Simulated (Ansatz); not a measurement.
# Structure relaxation of Be₂Br₃

The calculation used DFT PBE, scalar-relativistic, plane waves, PAW (Ansatz 0.2.0). Cutoff 420 eV, Γ-centred k mesh, Gaussian smearing, no spin polarisation in the final step.

A relaxed cell is given with its space group left out.

```
CELL_PARAMETERS angstrom
1.79176 1.03447 10.06474
-1.79176 1.03447 10.06474
0.00000 -2.06894 10.06474
ATOMIC_POSITIONS crystal
Be 0.38738 0.38738 0.38738
Be 0.61262 0.61262 0.61262
Br 0.00000 0.00000 0.00000
Br 0.23913 0.23913 0.23913
Br 0.76087 0.76087 0.76087
```

Formation energies are uncorrected and refer to the elements' standard structures at the same level.

**Question.** What space group does it have?

**Answer.** R-3m (No. 166). Conventional cell: a = 3.584 Å, c = 30.194 Å. Be has 3 Br at 2.40 Å and 3 Br at 2.64 Å; Br on Wyckoff site a (1 atom of the primitive cell) has 6 Be at 2.64 Å; Br on Wyckoff site c (2 atoms of the primitive cell) has 3 Be at 2.40 Å.

**Question.** What is its formation energy per atom?

**Answer.** -0.25 eV/atom.

**Question.** Is it a metal?

**Answer.** Yes, bands cross the Fermi level on the 12×12×12 mesh.

The final run used a 12×12×12 mesh on its 5-atom cell and 0.10 eV smearing. For metals, differences of a few meV/atom aren't resolved. No dispersion correction is applied, so the spacing between layers, chains or molecules is poorly fixed, and with it the volume and density. The cell came from a trial start, so Be₂Br₃ may not exist in this structure.

Cost: 3 runs of about 3.8 core-minutes in all, on Arm Neoverse V1 (shared hosts).